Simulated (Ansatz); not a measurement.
# B2Cl+ (quintet): the correlation ladder, def2-TZVPP

The task here is to estimate one member of a computed series from the others.

Computed with Ansatz 0.2.0, Gaussian basis. Level: def2-TZVPP, core rule «outside noble gas», up to 7 orbitals frozen.

The runs, in order: UHF; ROHF; CCSD(T) on UHF.

### What is computed

The geometry is a PBE0/def2-TZVP stationary point (not a proven minimum) of the parent state, kept for this charge and spin.

3 atoms, charge 1, spin multiplicity 5.

Atoms are counted from 1 here; the program's logs count them from 0.

Bond lengths: B1–B2 1.516 Å, B2–Cl3 1.683 Å. Angles: B1–B2–Cl3 180.0°.

The first run:

The input, in.yaml:

```yaml
crystal:
  periodic: [false, false, false]
  atoms:
    - {symbol: B, position_ang: [0.000000, 0.000000, -1.572000]}
    - {symbol: B, position_ang: [0.000000, 0.000000, -0.055600]}
    - {symbol: Cl, position_ang: [0.000000, 0.000000, 1.627600]}
basis:
  gaussian: {orbitals: def2-TZVPP}
total_charge: 1
magnetization: {spin_polarized: true, initial_magnetization: 4}
hamiltonian: {xc: hf}
output: {orbitals: {seedname: orbitals}}
```

On the command line:

```sh
> ansatz run in.yaml --threads 1 --pin off --events-out ev --progress --plain --max-ram 2560MiB --backend cpu
```

Steps of the session up to this table: UHF; ROHF; CCSD(T) on UHF.

One table of the session follows, with a row left open; its other results are not shown here.

| method | from UCCSD(T) (meV) |
| --- | --- |
| ROHF | +8709.5 |
| UHF | +8461.6 |
| UMP2 | +1425.9 |
| UCCSD | ? |
| UCCSD(T) | 0 |

Estimate the missing values for UCCSD.

The run gave: from UCCSD(T) (meV): +349.4. In the column «from UCCSD(T) (meV)» it lies between UCCSD(T) (0) and UMP2 (+1425.9).
